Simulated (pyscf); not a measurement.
# Four-centre exchange: H₂C=S + H₂S → H₂C=S + H₂S

Gas phase, singlet surface, charge 0. Bonds broken: C1–H6, H3–S5. Bonds formed: C1–H3, S5–H6. Single points on ωB97X-D3(BJ)/def2-SVP structures (PySCF, gas phase).

Transition state (Å):

```xyz
7

C     -1.2334    -0.1267    -0.0169
S     -1.2455    -0.0388     1.6838
H     -0.6457    -1.0284    -0.3909
H     -2.1458    -0.2519    -0.6272
S      0.7832    -0.0023    -1.5655
H     -0.8355     0.8313    -0.4885
H      1.4791     0.1284    -0.4178
```

One imaginary mode, 1262i cm⁻¹; descent along it reached the two sides named.

```tsv
bond	change	reactant side (Å)	saddle	product side
C1–H6	breaks	1.101	1.139	3.7
H3–S5	breaks	1.346	2.115	4.8
C1–H3	forms	3.7	1.139	1.101
S5–H6	forms	4.7	2.115	1.348
```

Electronic energies relative to the separated reactants (eV):

| level | barrier | reaction energy | reverse barrier |
|---|---|---|---|
| ωB97X-D3(BJ)/def2-TZVP | 3.18 | 0.00 | 3.18 |
| r²SCAN/def2-TZVP | 2.25 | 0.00 | 2.25 |
| B3LYP-D3(BJ)/def2-TZVP | 2.47 | 0.00 | 2.47 |
| PBE0-D3(BJ)/def2-TZVP | 2.48 | 0.00 | 2.48 |
| M06-2X/def2-TZVP | 2.94 | 0.00 | 2.94 |
| ωB97M-D3(BJ)/def2-TZVP | 3.10 | 0.00 | 3.10 |
| HF/def2-TZVP | 4.39 | 0.00 | 4.39 |

With ωB97M-D3(BJ)/def2-TZVP energies and thermal terms (ideal gas, 1 atm, RRHO with modes under 100 cm⁻¹ raised to 100, one conformer, R ln 2 for chiral ones without a mode under 150 cm⁻¹), in eV:

```json
[
 {"T (K)": "298", "ΔH‡": "3.10", "ΔG‡": "3.52", "ΔH": "0.00", "ΔG": "0.00"},
 {"T (K)": "600", "ΔH‡": "3.11", "ΔG‡": "3.94", "ΔH": "0.00", "ΔG": "0.00"},
 {"T (K)": "900", "ΔH‡": "3.13", "ΔG‡": "4.35", "ΔH": "0.00", "ΔG": "0.00"},
 {"T (K)": "1200", "ΔH‡": "3.16", "ΔG‡": "4.75", "ΔH": "0.00", "ΔG": "0.00"}
]
```

The same reactants have a lower exit, to HS–CH₂–SH (barrier +1.16 eV at ωB97M-D3(BJ)/def2-TZVP, against +3.10 eV here). One saddle was located; it need not be the lowest between these sides. A restricted solution here is unstable towards spin polarisation, so biradical character is likely and single-reference numbers are less safe.
